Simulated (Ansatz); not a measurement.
A geometry relaxed with PBE0-D3(BJ)/def2-TZVP (Ansatz, an electronic-structure program), charge 0, multiplicity 1:

```xyz
9

H     -1.2270     1.2029     0.0908
H      2.2641    -0.4834     0.8069
H      1.4605     0.8816     0.0089
H      1.2431    -0.7774    -0.6134
C      1.3588    -0.1696     0.2863
H     -1.4444    -0.4561    -0.5314
H     -2.2801     0.0599     0.9454
S     -0.0156    -0.4131     1.4156
C     -1.3593     0.1554     0.3692
```

Problem. Write the SMILES of this molecule.

Solution. `CSC`
